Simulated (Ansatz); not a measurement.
C2H4O2S, SMILES `O=COCS`, relaxed with RKS PBE-D4/def2-SVP in Ansatz from a rough embedded geometry. The force threshold is 0.03 eV/Å; the program also tests the step.

Total charge 0; spin multiplicity 1.

Start:

```xyz
9

O    -1.212    1.613   -0.773
C    -1.454    0.757    0.064
O    -0.632   -0.236    0.422
C     0.672   -0.269   -0.358
S     1.672   -1.615    0.184
H    -2.358    0.684    0.673
H     0.398   -0.379   -1.419
H     1.181    0.673   -0.215
H     1.733   -1.228    1.424
```

```
        step  energy (eV)  largest force (eV/Å)  largest move (Å)
           1  -17048.7404                 1.989             0.000
           2  -17048.8519                 1.195             0.160
           3  -17048.8611                 0.968             0.101
4 (rejected)  -17048.6266                 3.355             0.172
           5  -17048.9191                 0.260             0.046
           6  -17048.9215                 0.056             0.012
           7  -17048.9219                 0.046             0.006
           8  -17048.9220                 0.016             0.004
```

End:

```xyz
9

O    -1.238    1.615   -0.803
C    -1.465    0.777    0.039
O    -0.638   -0.233    0.390
C     0.620   -0.264   -0.320
S     1.596   -1.696    0.180
H    -2.394    0.704    0.660
H     0.438   -0.364   -1.410
H     1.161    0.689   -0.155
H     1.920   -1.227    1.418
```

Run time 14 s (2 threads of an Arm Neoverse V1 on a shared host); peak host memory 0.13 GiB.
